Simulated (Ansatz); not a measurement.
Compare A (`C=C(O)OC`) with its isomer B (`O=CCCO`).

Calculated with Ansatz (gas phase, PBE0-D4/def2-TZVP geometries, no zero-point term in ΔE). CCSD(T)/CBS adds triple-zeta CCSD(T) − MP2 to the extrapolated MP2 energy (def2 sets, frozen cores). DFT in def2-TZVPP. B3LYP here is the variant with VWN-RPA as its local correlation; programs differ in this. One conformer a species, not always the lowest.

Question: Which isomer does CCSD(T)/CBS put lower? Give the gap. (Estimate.)

Answer: The calculation gave: B, by 7.3 kcal/mol.

Question: Give E(B) − E(A) in kcal/mol with ωB97M-V, HF/def2-TZVPP, PBE-D4, PBE0-D4, B3LYP, CCSD/def2-TZVPP, B2PLYP. (An estimate is asked.)

Answer: Ansatz gave: ωB97M-V -6.1, HF/def2-TZVPP -8.3, PBE-D4 -5.4, PBE0-D4 -5.5, B3LYP -6.0, CCSD/def2-TZVPP -8.1, B2PLYP -6.9. None reverses the order clearly.

Largest T1 diagnostic: 0.013.
